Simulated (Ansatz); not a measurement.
## Forces on a displaced structure

BSiHCl (charge -1), closed shell, displaced at random from its PBE0-D4/def2-TZVPD minimum.

Si1  (-0.233, 0.610, -1.557)
B2  (0.024, -0.317, -0.053)
Cl3  (0.315, -1.379, 1.427)
H4  (-0.142, 0.953, 0.243)
(Å)

Ansatz 0.2.0; basis: def2-TZVPPD; cores frozen in the correlated methods.

CCSD(T) forces from the calculation:
```
atom      Fx      Fy  Fz (eV/Å)
 Si1  -0.103   0.481     -0.302
  B2   0.220  -0.645      1.292
 Cl3  -0.097   0.289     -0.516
  H4  -0.020  -0.125     -0.474
```

(1) Which atom feels the largest CCSD(T) force, and how large is it?

No T1 diagnostic of these runs exceeds 0.019. The restricted Hartree–Fock reference is unstable towards an unrestricted one here. These are differences at one structure, and CCSD(T) in triple zeta is itself an approximation.

Results:

(1) B2, 1.46 eV/Å, along (0.15, -0.44, 0.88).

Root-mean-square difference of the force components from those of CCSD(T): PBE-D4 0.074; r2SCAN-D4 0.111; PBE0-D4 0.137; wB97M-V 0.229 eV/Å.

For scale, one of the runs: CCSD(T)/def2-TZVPPD forces, 153 basis functions (an equivalent command: `ansatz run in.yaml --threads 2`). Hardware: 2 CPU threads, shared host. Wall time 35 s; peak host memory 1.8 GiB.
